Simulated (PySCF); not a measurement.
**Question.** What does the PBE0-D3(BJ)/def2-SVP structure of `CCCCCl` look like in three dimensions?

**Answer.** 
```
atom  x, y, z in Å
C1    -1.958   -0.076   -0.299
C2    -0.479   -0.047   -0.652
C3     0.420    0.040    0.575
C4     1.889    0.069    0.213
Cl5    2.929    0.180    1.666
H6    -2.198   -0.941    0.339
H7    -2.587   -0.141   -1.200
H8    -2.255    0.831    0.251
H9    -0.219   -0.949   -1.234
H10   -0.273    0.810   -1.318
H11    0.233   -0.817    1.244
H12    0.178    0.945    1.159
H13    2.132    0.936   -0.419
H14    2.190   -0.841   -0.326
```

Any rigid rotation of these coordinates is as good. Atoms count from 1 in this order. The 5 heavy atoms lie in one plane (0.002 Å rms).

Bonds between heavy atoms (Å): C1–C2 1.521, C2–C3 1.524, C3–C4 1.513, C4–Cl5 1.790.

Method: PySCF, PBE0-D3(BJ)/def2-SVP geometry optimisation, gas phase.

Point group: Cs (tolerance 0.08 Å). No PBE0-D3(BJ)/def2-SVP frequencies stand behind this structure, so it isn't proved a minimum. The numbers are those of one conformer (C1–C2–C3–C4 180°, C2–C3–C4–Cl5 180°).

On an x86-64 server with one thread (shared host), this took 13 s of wall time. These figures are those of the optimisation.
